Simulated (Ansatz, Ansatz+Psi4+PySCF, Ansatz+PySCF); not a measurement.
```csv
atom,x (Å),y (Å),z (Å)
C,0.0000,-0.0014,-1.0901
C,0.0000,0.1850,0.1993
C,0.0000,0.0282,1.5252
N,0.0000,-0.0427,2.6787
H,0.0000,-1.0022,-1.5240
H,0.0000,0.8330,-1.7891
```

Basis set: cc-pVTZ (spherical functions). Left uncorrelated: 4 orbitals. Correlation on ROHF uses semicanonical orbitals with singles. Charge 0, multiplicity 2.

Computed with Ansatz (development build ahead of 0.2.0); each method stands on the lowest determinant of its kind that the runs found.

The atomization energy at this shape (free ground-state atoms in the same class of orbitals less the molecule, no zero-point energy) of doublet C₃H₂N:

| method | atomization energy |
| --- | --- |
| ROHF-CCSD(T) | 2612.0 kJ/mol |
| UHF-MP2 | 2602.4 kJ/mol |

Problem. What does ROHF-MP2 give?

Solution. 2703.8 kJ/mol. Caution for ROHF-CCSD(T), ROHF-MP2: an unrestricted determinant lies well below. Caution for ROHF-MP2, UHF-MP2: forces differ strongly between restricted and unrestricted references. Caution for UHF-MP2: the unrestricted determinant is spin contaminated.
